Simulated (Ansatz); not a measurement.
# Si₂H₄Cl radical: up Jacob's ladder to CCSD(T)

An exercise on one series of results from a longer session: the logs are not shown, and one member is left open.

Program: Ansatz 0.2.0, Gaussian basis. Level of theory: functionals in def2-TZVPP, the program's frozen cores in correlated methods. These are calculated values, not measurements.

The runs, in order: LDA (SPW92), PBE-D4, revPBE-D4, BLYP-D4, r2SCAN-D4, B97M-V, PBE0-D4, B3LYP-D4, r2SCANh-D4, r2SCAN0-D4, HSE06-D4, BHLYP-D4, CAM-B3LYP-D4, LC-ωPBE, ωB97X-V, ωB97M-V, B2PLYP, PBE-QIDH; CCSD(T)/def2-SVP; CCSD(T)/def2-TZVPP; MP2/def2-QZVPP; extrapolation to the limit; RPA on PBE.

## Structure used throughout

An earlier PBE0-D4 in a triple-zeta def2 set relaxation fixed the geometry.

SMILES `[SiH2][SiH2]Cl`, 7 atoms, charge 0, spin multiplicity 2.

Atoms are counted from 1 here; the program's logs count them from 0.

Bond lengths: Si1–Si2 2.324 Å, Si1–H4 1.487 Å, Si1–H5 1.489 Å, Si2–Cl3 2.062 Å, Si2–H6 1.484 Å, Si2–H7 1.486 Å. Angles: Si2–Si1–H4 113.9°, Si2–Si1–H5 113.5°, H4–Si1–H5 110.7°, Si1–Si2–Cl3 108.2°, Si1–Si2–H6 110.2°, Si1–Si2–H7 113.9°, Cl3–Si2–H6 108.4°, Cl3–Si2–H7 107.1°, H6–Si2–H7 108.9°.

The first run:

File in.yaml:

```yaml
crystal:
  periodic: [false, false, false]
  atoms:
    - {symbol: Si, position_ang: [-1.304567, 0.197120, -0.490097]}
    - {symbol: Si, position_ang: [0.776271, -0.077556, 0.507150]}
    - {symbol: Cl, position_ang: [0.893653, -2.004668, 1.231831]}
    - {symbol: H, position_ang: [-1.568662, -0.750417, -1.605455]}
    - {symbol: H, position_ang: [-1.580884, 1.597748, -0.913056]}
    - {symbol: H, position_ang: [0.925297, 0.861097, 1.646971]}
    - {symbol: H, position_ang: [1.920191, 0.108778, -0.423045]}
basis:
  gaussian: {orbitals: def2-TZVPP}
magnetization: {spin_polarized: true, initial_magnetization: 1}
hamiltonian: {xc: lda}
output: {orbitals: {seedname: orbitals}}
```

Steps of the session up to this table: LDA; PBE-D4 (GGA); revPBE-D4 (GGA); BLYP-D4 (GGA); r2SCAN-D4 (meta-GGA); B97M-V (meta-GGA); PBE0-D4 (hybrid); B3LYP-D4 (hybrid); r2SCANh-D4 (hybrid); r2SCAN0-D4 (hybrid); HSE06-D4 (hybrid); BHLYP-D4 (hybrid); CAM-B3LYP-D4 (range-separated); LC-ωPBE-D4 (range-separated; the results give it without D4); ωB97X-V (range-separated); ωB97M-V (range-separated); B2PLYP (double hybrid); PBE-QIDH (double hybrid).

One of the session's tables, all rows but one given; the rest of the session is left out.

It belongs to the step «Orbital energies across the functionals». 

| functional | HOMO (eV) | LUMO (eV) | gap (eV) |
| --- | --- | --- | --- |
| LDA (SPW92) | -5.41 | -4.27 | 1.13 |
| PBE-D4 | -5.45 | -3.84 | 1.61 |
| revPBE-D4 | -5.43 | -3.69 | 1.74 |
| BLYP-D4 | -5.19 | -3.84 | 1.35 |
| r2SCAN-D4 | ? | ? | ? |
| B97M-V | -5.58 | -4.05 | 1.53 |
| PBE0-D4 | -6.50 | -2.93 | 3.57 |
| B3LYP-D4 | -6.18 | -3.30 | 2.89 |
| r2SCANh-D4 | -6.19 | -3.11 | 3.08 |
| r2SCAN0-D4 | -6.76 | -2.67 | 4.09 |
| HSE06-D4 | -6.10 | -3.32 | 2.79 |
| BHLYP-D4 | -7.30 | -2.13 | 5.18 |
| CAM-B3LYP-D4 | -7.63 | -2.02 | 5.61 |
| LC-ωPBE | -9.09 | -0.63 | 8.46 |
| ωB97X-V | -8.55 | -1.17 | 7.38 |
| ωB97M-V | -8.21 | -1.31 | 6.89 |

**Question.** Estimate the row for r2SCAN-D4.

Worked estimate for «HOMO (eV)». Against the share of exact exchange, r2SCANh-D4 (0.1, -6.19), r2SCAN0-D4 (0.25, -6.76) give a slope of -3.80 per unit share; at 0 the line stands at -5.81.

**Answer.** HOMO (eV): -5.81; LUMO (eV): -3.41; gap (eV): 2.40. In «HOMO (eV)» the line misses by 0.00.
